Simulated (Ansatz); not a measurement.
Results of PBE-D4 (PAW; Ansatz, a first-principles code) for body-centred tetragonal In.

Numerical settings: plane-wave cutoff 520 eV, 24×24×24 k mesh, Fermi–Dirac smearing 0.05 eV, scalar-relativistic PAW data made under PBE.

Results at a series of volumes:

```
V (Å³/atom)  E − E_lowest (meV/atom)  P (GPa)
-----------  -----------------------  -------
25.030                          5.85    1.886
25.552                          1.38    0.880
26.073                          0.00   -0.011
26.594                          1.35   -0.799
27.116                          5.10   -1.494
```

Q: Fit the third-order Birch–Murnaghan equation and give B0 and B′.

A: V0 = 26.066 Å³/atom, B0 = 41.9 GPa, B′ = 5.2 (fit to the energies at full precision).

Shape and atoms are relaxed at each volume.

Measured, for comparison: bulk modulus 44.7 GPa (copied from a table, unchecked, extrapolated to 0 K and zero-point effects removed; as tabulated in Lejaeghere et al. (2013), arXiv:1204.2733). Computed (rounded) less measured: bulk modulus not scored (unchecked).

Note: the bulk modulus comes from volumes at which shape and atoms were relaxed.

Spin–orbit coupling is not included.

Static lattice: no zero-point or thermal effects.

Cost on a shared machine: about 9 core-minutes (a rough figure).
